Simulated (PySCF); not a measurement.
ethanethiol cation (C₂H₆S), SMILES C(C)S (connectivity only; charge and spin as stated), charge +1, multiplicity 2.

Geometry optimised at TPSSh-D3(BJ)/def2-TZVP. The geometry has at least one imaginary mode, so it is a saddle point at that level. The spin state was assumed, not searched. The values are those of a single conformer.

Computed with SMD-PBE0/6-31G* (PySCF).

Solvation free energies are E(SMD) − E(gas) at the gas-phase geometry, for 1 M in both phases.

Q: Rank water, n-hexane, acetonitrile by solvation free energy, most negative first.

A: acetonitrile (-62.9 kcal/mol), water (-60.7 kcal/mol), n-hexane (-31.6 kcal/mol)
